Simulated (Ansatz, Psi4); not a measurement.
**Predicting a hybrid from its neighbours: SO2 (sulfur dioxide)**

SO2: 3 atoms, total charge 0, spin state singlet. As SMILES, `O=S=O`. Geometry: relaxed at PBE0-D4/def2-TZVP.

The HOMO–LUMO gap y, in eV, basis def2-TZVPP; a is the functional's share of exact exchange. Programs: Ansatz 0.2.0, Psi4 1.11.

```
functional  program     a  y (eV)
       PBE   Ansatz     0    3.65
      TPSS     Psi4     0    3.80
     B3LYP     Psi4   0.2       ?
      PBE0     Psi4  0.25    6.17
   r2SCAN0   Ansatz  0.25    6.41
     BHLYP     Psi4   0.5    8.75
```

Fit y = c + s·a to the known rows and predict B3LYP.


1. Means of the 5 rows: a = 0.2000, y = 5.756.
2. Σ(Δa)² = 0.175, Σ(Δa·Δy) = 1.764, so the slope is 1.764/0.175 = 10.08.
3. Intercept: 5.756 − (10.08) × 0.2000 = 3.740. The largest residual of the fit is 0.15.
4. B3LYP: 3.740 + (10.08) × 0.2 = 5.76 eV.

The run gave 5.69 eV, so the prediction is off by +0.07 eV, within the largest residual. Exact exchange lowers occupied levels and raises empty ones. The rows mix families of semi-local functionals, which the line can't see.
